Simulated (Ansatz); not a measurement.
C₄H₆O₃ (`O=COCC1CO1`) at its PBE0-D4/def2-TZVP geometry, where that method's forces vanish. Charge 0, multiplicity 1.

```xyz
13

O    -0.5968    1.9884    0.7636
C    -0.9040    1.8632   -0.3849
O    -0.3549    1.0240   -1.2628
C     0.7026    0.1885   -0.7762
C     0.1539   -1.0834   -0.2005
C    -0.0131   -1.2475    1.2383
O     1.0832   -1.8375    0.5523
H    -1.6920    2.4407   -0.8894
H     1.2892    0.7184   -0.0245
H     1.3246   -0.0215   -1.6472
H    -0.4744   -1.6670   -0.8720
H     0.2353   -0.4166    1.8915
H    -0.7534   -1.9497    1.6117
```

Question: What forces (eV/Å) does PBE-D4/def2-TZVPP give on these atoms in the Gaussian-basis code of Ansatz? (An estimate is asked.)

Answer: Ansatz gave: 
```
O1   0.290  0.185  1.242
C2  -0.416  0.225 -0.469
O3  -0.106 -0.149 -0.815
C4   0.211 -0.167  0.070
C5  -0.224  0.214 -0.377
C6  -0.312  0.122  0.394
O7   0.796 -0.552  0.047
H8  -0.194  0.125 -0.160
H9   0.137  0.113  0.174
H10  0.138 -0.040 -0.193
H11 -0.163 -0.123 -0.165
H12  0.033  0.196  0.154
H13 -0.191 -0.149  0.097
```
